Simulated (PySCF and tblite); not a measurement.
Results of a calculation; reference values are marked as such.
**Rotation: stationary points, barriers and rates**

System: C5H8F (charge +1), numbered as in [CH2:1]=[C:2]([F:3])[C+:4]([CH3:5])[CH3:6].

Motion: rotation about the C2–C4 bond (torsion C1–C2–C4–C5 from 180° to 360°, rising). The path came from a restrained scan, a climbing-image band and a saddle search at GFN2-xTB; energies are PBE0/pcSseg-1 + D3(BJ)//PBE0-D3(BJ)/def2-SVP, thermal terms GFN2-xTB. Rate constants are transition-state-theory values, counting equivalent paths, without tunnelling. Shieldings: GIAO at the same DFT level; methyl-like tops are averaged, other torsions stay as in the two minima; line shapes leave out couplings. Programs: tblite and PySCF.

```json
{"point": "start", "symmetry": "Cs", "E(GFN2) kcal/mol": "0.0", "E(DFT) kcal/mol": "0.0", "ZPE change kcal/mol": "0.00", "lowest mode cm⁻¹": "55"}
{"point": "saddle", "symmetry": "Cs", "E(GFN2) kcal/mol": "13.2", "E(DFT) kcal/mol": "20.4", "ZPE change kcal/mol": "-1.02", "lowest mode cm⁻¹": "154i"}
{"point": "end", "symmetry": "Cs", "E(GFN2) kcal/mol": "0.0", "E(DFT) kcal/mol": "0.0", "ZPE change kcal/mol": "0.00", "lowest mode cm⁻¹": "54"}
```

```json
{
 "Electronic barrier": "20.4 kcal/mol",
 "Barrier with zero-point energy": "19.4 kcal/mol",
 "ΔH‡ (298 K)": "19.2 kcal/mol",
 "ΔS‡ (298 K, symmetry apart)": "-1.4 cal/(mol K)",
 "Paths": "2 equivalent paths",
 "End point": "the same structure with atoms interchanged, or its mirror image",
 "Mean lifetime of the start against this motion at 298 K": "18 s",
 "Cost": "7.5 min on 1 thread of Arm Neoverse N1, on a host shared with other jobs (rough), peak memory 0.71 GiB, launched as `OMP_NUM_THREADS=1 python ens_run.py task.json out`"
}
```

```json
{"T/K": "150", "ΔG‡ kcal/mol": "19.5", "k s⁻¹": "2.4×10⁻¹⁶"}
{"T/K": "200", "ΔG‡ kcal/mol": "19.5", "k s⁻¹": "3.8×10⁻⁹"}
{"T/K": "250", "ΔG‡ kcal/mol": "19.6", "k s⁻¹": "8.4×10⁻⁵"}
{"T/K": "298", "ΔG‡ kcal/mol": "19.6", "k s⁻¹": "0.055"}
{"T/K": "350", "ΔG‡ kcal/mol": "19.6", "k s⁻¹": "8.3"}
{"T/K": "400", "ΔG‡ kcal/mol": "19.6", "k s⁻¹": "308"}
{"T/K": "500", "ΔG‡ kcal/mol": "19.7", "k s⁻¹": "5×10⁴"}
```

ΔG and ΔG‡ leave out symmetry numbers and mirror images; rates count paths: 2 out.

Sites that the motion interchanges:

| nucleus | site | ppm | scale |
| --- | --- | --- | --- |
| ¹³C | C5 | 40.7 | δ against TMS |
| ¹³C | C6 | 38.7 | δ against TMS |

```csv
nucleus,sites,¹H MHz,spread Hz,coalescence K,k there s⁻¹
¹³C,C5 / C6,90,44,382,97
¹³C,C5 / C6,300,146,401,326
¹³C,C5 / C6,600,292,412,651
```

The ion is treated without a counter-ion.
